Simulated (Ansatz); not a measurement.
# C2H2F4 (norflurane) at B2PLYP/cc-pVDZ

Aim: the vertical ionisation energy of C2H2F4 (norflurane) at B2PLYP/cc-pVDZ, from 2 runs. 

Program for the calculation: Ansatz 0.2.0.

46 further runs of the same task are left out: 1 that didn't finish, 45 set aside as unsound or not needed.

**1. The system as given**

The species is C2H2F4 (8 atoms), meant as a singlet with charge 0. As SMILES, `FCC(F)(F)F`. Geometry: relaxed at PBE0-D4/def2-TZVP.

Bond lengths: F1–C2 1.364 Å, C2–C3 1.514 Å, C3–F4 1.332 Å, C3–F5 1.339 Å, C3–F6 1.332 Å, C2–H7 1.092 Å, C2–H8 1.092 Å. Some angles: F1–C2–C3 109.8°, C2–C3–F4 111.9°, C2–C3–F5 108.9°, C2–C3–F6 111.9°, F4–C3–F5 108.1°, F4–C3–F6 107.9°, F5–C3–F6 108.1°, F1–C2–H7 109.7°, F1–C2–H8 109.7°, C3–C2–H7 108.6°.

**2. A single-point energy at B2PLYP/cc-pVDZ**

Input file run.yaml:

```yaml
basis:
  gaussian:
    orbitals: cc-pVDZ
crystal:
  periodic: [false, false, false]
  atoms:
    - {symbol: F, position_ang: [-0.224600, -1.506500, 0.915200]}
    - {symbol: C, position_ang: [-0.211200, -0.737800, -0.211700]}
    - {symbol: C, position_ang: [0.211200, 0.674300, 0.135500]}
    - {symbol: F, position_ang: [1.434400, 0.711300, 0.662400]}
    - {symbol: F, position_ang: [0.217100, 1.411800, -0.982100]}
    - {symbol: F, position_ang: [-0.624600, 1.243600, 1.002900]}
    - {symbol: H, position_ang: [0.502000, -1.148600, -0.930100]}
    - {symbol: H, position_ang: [-1.212300, -0.705100, -0.647900]}
hamiltonian:
  xc: {name: B2PLYP}
correlation:
  frozen_orbitals: {C: 1, F: 1, H: 0}
accuracy: high
output:
  orbitals: {seedname: orbitals}
```

Launch:

```sh
$ ansatz run run.yaml --threads 1 --pin off --max-ram 3480MiB --events-out events.jsonl --progress --plain --runs-dir runs
```

Output:

```text
Warning: RAYON_NUM_THREADS=1 ignored (pool sized by the plan → 1); use --threads N
Functional definition: B2PLYP
  name "B2PLYP"
  parameter a = 0.53
  parameter c = 0.27
  exchange = (1 - a)*b88_x + a*exact_x
  correlation = (1 - c)*lyp_c + c*(mp2_os + mp2_ss)
2143 factors; integrals over basis functions are off by at most 2.6e-9 eV
mean field evaluation 1: about -12952.4258 eV, gradient 4.2e1 eV
mean field evaluation 2: about -12952.8738 eV, gradient 4.2e1 eV
mean field evaluation 4: about -12955.6512 eV, gradient 3.0e0 eV
mean field evaluation 8: about -12955.6819 eV, gradient 2.2e-1 eV
mean field evaluation 16: about -12955.6820 eV, gradient 3.5e-5 eV
mean field -12955.68203312 eV, -476.1125330404 hartree, gradient 9.6e-8 eV, S^2 0.000000; 0 other end points of the search recorded, 0 dependent functions left out
6 core orbitals not correlated: weight in the atoms' cores, before any rotation towards them, 1.000 or more for the frozen orbitals, at most 0.000 for the correlated occupied ones
reference -12955.68205130 eV, -476.1125337085 hartree; 19, 19 occupied and 69, 69 virtual orbitals, 2143 factors
second order -32.67094545 eV of doubles, -0.00000000 eV of singles
Total energy: -12964.50320657 eV, -476.4367051855 hartree
```

Wall time 14 s (1 thread of Arm Neoverse V1, shared host); peak memory 0.33 GiB.

**3. The doublet cation**

Input file in.yaml:

```yaml
basis:
  gaussian:
    orbitals: cc-pVDZ
crystal:
  periodic: [false, false, false]
  atoms:
    - symbol: F
      position_ang: [-0.224600, -1.506500, 0.915200]
    - symbol: C
      position_ang: [-0.211200, -0.737800, -0.211700]
    - symbol: C
      position_ang: [0.211200, 0.674300, 0.135500]
    - symbol: F
      position_ang: [1.434400, 0.711300, 0.662400]
    - symbol: F
      position_ang: [0.217100, 1.411800, -0.982100]
    - symbol: F
      position_ang: [-0.624600, 1.243600, 1.002900]
    - symbol: H
      position_ang: [0.502000, -1.148600, -0.930100]
    - symbol: H
      position_ang: [-1.212300, -0.705100, -0.647900]
total_charge: 1
magnetization:
  spin_polarized: true
  initial_magnetization: 1
correlation:
  frozen_orbitals: {C: 1, F: 1, H: 0}
hamiltonian:
  xc: {name: B2PLYP}
output:
  orbitals: {seedname: orbitals}
accuracy: high
```

Launch:

```sh
$ ansatz run in.yaml --threads 1 --pin off --max-ram 3480MiB --events-out events.jsonl --progress --plain --runs-dir runs
```

Output, cut to the lines that bear on the results:

```text
Warning: RAYON_NUM_THREADS=1 ignored (pool sized by the plan → 1); use --threads N
[... 2 set-up lines as earlier in the session ...]
[...]
2143 factors; integrals over basis functions are off by at most 2.6e-9 eV
[...]
mean field -12942.42345091 eV, -475.6252891314 hartree, gradient 2.9e-8 eV, S^2 0.758238; 4 other end points of the search recorded, 0 dependent functions left out
6 core orbitals not correlated: weight in the atoms' cores, before any rotation towards them, 1.000 or more for the frozen orbitals, at most 0.000 for the correlated occupied ones
reference -12942.42346844 eV, -475.6252897754 hartree; 19, 18 occupied and 69, 70 virtual orbitals, 2143 factors
second order -34.01873350 eV of doubles, -0.00000000 eV of singles
Total energy: -12951.60852648 eV, -475.9628344327 hartree
```

Wall time 47 s (1 thread of Arm Neoverse V1, shared host); peak memory 0.58 GiB.

**4. Outcome**

Level: B2PLYP/cc-pVDZ, 6 core orbitals frozen.

```
                                                                quantity          value
                                            singlet C2H2F4: total energy  -476.43671 Eh
                       singlet C2H2F4: HOMO energy (SCF part's orbitals)      -11.99 eV
                       singlet C2H2F4: LUMO energy (SCF part's orbitals)        3.04 eV
                     singlet C2H2F4: HOMO–LUMO gap (SCF part's orbitals)       15.03 eV
                                            doublet cation: total energy  -475.96283 Eh
doublet cation: HOMO energy (SCF part's orbitals) (highest over α and β)      -20.35 eV
 doublet cation: LUMO energy (SCF part's orbitals) (lowest over α and β)      -14.52 eV
                                                    doublet cation: ⟨S²⟩          0.758
                      vertical ionisation energy (to the doublet cation)      12.895 eV
```

What this shows: Removing an electron at fixed nuclei costs 12.89 eV (1244 kJ/mol). The negative HOMO energy of the first species, 11.99 eV, lies 0.90 eV below that difference.
